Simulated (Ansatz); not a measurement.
A made-up structure of C2H2Cl, doublet:

```tsv
atom	x (Å)	y (Å)	z (Å)
C1	0.6176	-0.1482	0.1553
C2	-0.8381	-0.3106	0.1250
Cl3	-2.2611	0.6291	-0.6251
H4	1.1739	0.7822	-0.4027
H5	1.3077	-0.9525	0.7476
```

It is relaxed with PBE-D4/def2-SVP and then PBE0-D4/def2-TZVP (Ansatz 0.2.0). Atoms count as bonded within 1.22 times the sum of their covalent radii (H–H: 0.88 Å). The end point is not checked to be a true minimum.

(1) Does its bonding change? (Judge from chemistry; the calculation decides.)

## Answers

(1) Computed: No: no bond forms or breaks.

Where it ends: The first stage lowers the energy by 1.13 eV in 6 steps. It ends as C₂H₂Cl ([CH2][C][Cl]):
C1  (0.551, -0.132, 0.139)
C2  (-0.748, -0.278, 0.112)
Cl3  (-2.019, 0.562, -0.558)
H4  (1.048, 0.699, -0.360)
H5  (1.168, -0.850, 0.667)
(Å)

Labels in which every atom is bracketed show which atoms are joined, not bond orders.

For scale, one of the runs: PBE0-D4/def2-TZVP relaxation, 111 basis functions, launched by `ansatz run in.yaml --threads 2 --pin off --events-out ev --progress --plain --max-ram 4352MiB`. Hardware: 2 CPU threads of an Arm Neoverse V2, shared host. Wall time about 16 s.
